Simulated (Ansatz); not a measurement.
# Property card for Zr$_{3}$Sn

Level of theory: DFT r2SCAN, scalar-relativistic, plane waves, PAW (Ansatz 0.2.0).

Cutoff 500 eV; k points 14×14×14 on the computed 4-atom cell (Γ-centred); Gaussian smearing, width 0.10 eV; no spin polarisation.

The structure is relaxed at this level of theory with its symmetry kept. Whether it is the stable form of this composition wasn't checked.

It takes space group I4/mmm (No. 139, tetragonal). The conventional cell has a = 4.349 Å, b = 4.349 Å, c = 9.551 Å, α = 90.00°, β = 90.00°, γ = 90.00°. Around Zr (site symmetry 4/mmm) lie 4 Sn at 3.08 Å and 8 Zr at 3.23 Å. Around Zr (site symmetry -4m2) lie 8 Zr at 3.08 to 3.23 Å and 4 Sn at 3.23 Å. Sn (site symmetry 4/mmm) has 12 Zr at 3.08 to 3.23 Å as nearest neighbours.

| Property | Result |
| --- | --- |
| Volume per atom | 22.58 Å³ |
| Formation energy from the elements' standard states (uncorrected) | -0.381 eV/atom |
| Generalised Kohn–Sham band gap | none (metal) |
| Density of states at the Fermi level | 3.32 states/eV per cell |
| Löwdin character within 0.5 eV of the Fermi level | Zr 4d 84 %, unprojected 4 % |
| Bader charges (e) | Zr (1 in the cell) 0.55, Zr (2 in the cell) 0.51, Sn (1 in the cell) -1.58 |